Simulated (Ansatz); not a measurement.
**C₄H₇FO: a ladder of functionals and wavefunction methods**

The task here is to estimate one member of a computed series from the others.

Method: functionals in def2-TZVPP, the program's frozen cores in correlated methods; program: Ansatz 0.2.0, Gaussian basis.

Plan: PBE-D4, r2SCAN-D4, PBE0-D4, B3LYP-D4, ωB97X-V, ωB97M-V, B2PLYP; CCSD(T)/def2-TZVPP; MP2/def2-QZVPP; extrapolation to the limit.

## Structure used throughout

The geometry comes from an earlier relaxation with PBE0-D4 in a triple-zeta def2 set; it is a stationary point, not always the lowest conformer.

SMILES `CC/C=C(/O)F`, 13 atoms, charge 0, spin multiplicity 1.

Atoms are counted from 1 here; the program's logs count them from 0.

Bond lengths: C1–C2 1.525 Å, C1–H7 1.093 Å, C1–H8 1.092 Å, C1–H9 1.093 Å, C2–C3 1.492 Å, C2–H10 1.092 Å, C2–H11 1.097 Å, C3–C4 1.322 Å, C3–H12 1.084 Å, C4–O5 1.339 Å, C4–F6 1.342 Å, O5–H13 0.963 Å. Angles: C2–C1–H7 111.1°, C2–C1–H8 110.9°, C2–C1–H9 111.1°, H7–C1–H8 107.6°, H7–C1–H9 107.8°, H8–C1–H9 108.2°, C1–C2–C3 112.6°, C1–C2–H10 109.8°, C1–C2–H11 109.0°, C3–C2–H10 109.7°, C3–C2–H11 109.2°, H10–C2–H11 106.3°, C2–C3–C4 124.9°, C2–C3–H12 119.3°, C4–C3–H12 115.7°, C3–C4–O5 125.9°, C3–C4–F6 122.6°, O5–C4–F6 111.6° and more.

The first run:

Input file in.yaml:

```yaml
crystal:
  periodic: [false, false, false]
  atoms:
    - {symbol: C, position_ang: [0.320579, -1.877562, 0.173090]}
    - {symbol: C, position_ang: [0.797083, -0.446239, 0.393142]}
    - {symbol: C, position_ang: [0.136911, 0.525715, -0.526614]}
    - {symbol: C, position_ang: [-0.617433, 1.540145, -0.141367]}
    - {symbol: O, position_ang: [-1.152805, 2.468241, -0.943634]}
    - {symbol: F, position_ang: [-0.903912, 1.778232, 1.148170]}
    - {symbol: H, position_ang: [0.497920, -2.197155, -0.857203]}
    - {symbol: H, position_ang: [-0.750967, -1.965151, 0.366392]}
    - {symbol: H, position_ang: [0.844535, -2.572839, 0.833430]}
    - {symbol: H, position_ang: [0.618868, -0.151478, 1.429763]}
    - {symbol: H, position_ang: [1.882614, -0.405121, 0.243820]}
    - {symbol: H, position_ang: [0.267620, 0.415987, -1.597020]}
    - {symbol: H, position_ang: [-1.920613, 2.852525, -0.507067]}
basis:
  gaussian: {orbitals: def2-TZVPP}
hamiltonian: {xc: pbe, dispersion: d4}
output: {forces: true, orbitals: {seedname: orbitals}}
```

The run is started by

```bash
ansatz run in.yaml --threads 4 --pin off --events-out ev --progress --plain --max-ram 10444MiB
```

Steps of the session up to this table: PBE-D4 (GGA); r2SCAN-D4 (meta-GGA); PBE0-D4 (hybrid); B3LYP-D4 (hybrid); ωB97X-V (range-separated); ωB97M-V (range-separated); B2PLYP (double hybrid); CCSD(T) in def2-TZVPP; MP2 in def2-QZVPP.

One table of the session follows, with a row left open; its other results are not shown here.

```
            method  atoms, summed (eV)  atomisation energy (eV)
            PBE-D4           -8962.342                   56.773
         r2SCAN-D4           -8969.347                   55.350
           PBE0-D4                   ?                        ?
          B3LYP-D4           -8974.843                   55.080
           ωB97X-V           -8971.387                   55.146
           ωB97M-V           -8970.690                   55.276
            B2PLYP           -8968.027                   54.584
     HF/def2-TZVPP           -8938.832                   39.938
    MP2/def2-TZVPP           -8955.265                   54.874
   CCSD/def2-TZVPP           -8958.266                   52.855
CCSD(T)/def2-TZVPP           -8958.657                   53.724
           MP2/CBS           -8958.481                   56.199
       CCSD(T)/CBS           -8961.874                   55.049
```

**Question.** Estimate the row for PBE0-D4.

As computed: atoms, summed (eV): -8964.071; atomisation energy (eV): 55.538. In the column «atoms, summed (eV)» it lies between B2PLYP (-8968.027) and PBE-D4 (-8962.342).

Limits of these values: Free atoms (4 C, 1 O, 1 F, 7 H) were run apart at each level; the atomisation energy is their sum less the molecule, without zero-point or spin-orbit terms.
